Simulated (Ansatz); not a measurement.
Relaxation of C₂H₃FO (7 atoms, charge 0, multiplicity 1), to a largest force component of 0.02 eV/Å in at most 40 steps.

Computed with RKS B3LYP-D4/def2-SVP (Ansatz 0.2.0).

```xyz
7
Properties=species:S:1:pos:R:3
C -0.765 0.606 -0.062
C 0.150 -0.266 -0.111
O 1.145 -0.253 0.782
F 0.205 -1.208 -1.062
H -1.615 0.623 -0.818
H -0.814 1.444 0.679
H 1.755 -1.013 0.546
```

Task: Where does it end, and by what steps?

Result: The run converged. After 7 steps the energy has fallen by 0.351 eV; C1 moved furthest, 0.08 Å.

```csv
step,energy less start (eV),largest force component (eV/Å),accepted
0,0.0000,5.625,yes
1,-0.3076,1.387,yes
2,-0.3355,0.563,yes
3,-0.3490,0.198,yes
4,-0.3498,0.134,yes
5,-0.3505,0.057,yes
6,-0.3506,0.021,yes
7,-0.3506,0.004,yes
```

```xyz
7
Properties=species:S:1:pos:R:3
C -0.824 0.661 -0.080
C 0.161 -0.234 -0.094
O 1.186 -0.295 0.768
F 0.227 -1.209 -1.014
H -1.608 0.612 -0.833
H -0.837 1.435 0.685
H 1.756 -1.038 0.523
```

Run time: 14 s on 1 CPU thread of a shared host.
